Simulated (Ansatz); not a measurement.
## SiH4⁺, doublet in 6-31G: errors against full CI

All five atoms lie in one plane.

Geometry: a point of a breathe scan, not a stationary point.

```csv
atom,x (Å),y (Å),z (Å)
Si,0.0000,0.0000,0.0000
H,-0.0098,0.9556,0.9494
H,-0.0148,-0.9494,0.9555
H,0.0148,0.9494,-0.9555
H,0.0098,-0.9556,-0.9494
```

Basis 6-31G; Ansatz 0.2.0. Only valence electrons are correlated (noble-gas cores frozen), which leaves 7 electrons in 16 orbitals. R marks a restricted (for open shells ROHF) determinant, U an unrestricted one. Active spaces: valence = (7e, 8o) chosen from the atoms' valence shells; pair = (3e, 3o) about the gap.

Full CI is exact within this basis and frozen core; it isn't the basis-set limit. The frozen core follows each run's orbitals, which can shift R against U totals by a few meV.

For open shells CISD and CISDTQ are restricted-active-space CI with the open shells as a complete middle space.

```
UHF ⟨S²⟩                          : 0.784
T1 diagnostic (RCCSD)             : 0.0241
largest doubles amplitude (RCCSD) : 0.060
T1 diagnostic (UCCSD)             : 0.0109
```

```tsv
level	E − E(RHF) (eV)
UHF	-0.3053
RMP2	-1.5604
UMP2	-1.5844
RCCSD	-2.1444
UCCSD	-2.1431
RCCSD(T)	-2.1648
UCCSD(T)	-2.1632
```

Q: Estimate how far full CI in 6-31G lies from RCCSD(T). The table doesn't fix it; the size of (T) and the diagnostics are the guide.

A: Full CI in 6-31G lies 0.29 mEh below RCCSD(T), which is 39 % of the (T) step (-0.75 mEh). The diagnostics give no warning, yet the rest is a sizeable part of (T).

The other levels:

| level | E − E(full CI) (mEh) | share of correlation (%) | wall time |
| --- | --- | --- | --- |
| CISD | 3.05 | 96.18 | 0.18 s |
| BCCD(T) | 0.33 | 99.59 | 0.33 s |
| RCCSDT | 0.01 | 99.99 | – |
| UCCSDT | 0.01 | 99.99 | – |
| CISDTQ | 0.04 | 99.96 | 0.87 s |
| RCCSDT(Q) | 0.00 | 100.00 | 1.6 s |
| UCCSDT(Q) | 0.00 | 100.00 | 1.5 s |
| RCCSDTQ | 0.00 | 100.00 | 7 s |
| UCCSDTQ | 0.00 | 100.00 | 7.5 s |
| CASSCF (pair space) | 63.33 | 20.69 | – |
| NEVPT2 (pair space) | 17.52 | 78.06 | 0.21 s |
| MRCISD (pair space) | 2.07 | 97.41 | – |
| MRCISD+Q (pair space) | -0.48 | 100.60 | 0.3 s |
| CASSCF (valence space) | 17.89 | 77.60 | – |
| NEVPT2 (valence space) | 4.56 | 94.29 | 1 s |
| MRCISD (valence space) | 0.23 | 99.71 | – |
| MRCISD+Q (valence space) | 0.06 | 99.92 | 1.5 s |

The correlation energy at full CI, counted from RHF, is -2.173 eV. That run took 1 s on 1 thread of AMD EPYC 9R45, shared host over 136,152 determinants.

Times hold each run's SCF and search for its determinant on a shared host, so for small cases they say little of a method's own cost; they ran on 1 thread of AMD EPYC 9R45.

More than 5 meV below full CI, which no variational method can be: MRCISD+Q (pair space).

The full-CI state has the irrep Ag of D2h, in the program's axes (one component, if the state is degenerate).

Natural occupations of full CI about the gap: 1.977 1.970 1.970 1.003 0.025 0.018 0.018 0.006 0.004 0.003; effectively unpaired electrons, Σ n²(2−n)², 1.01.
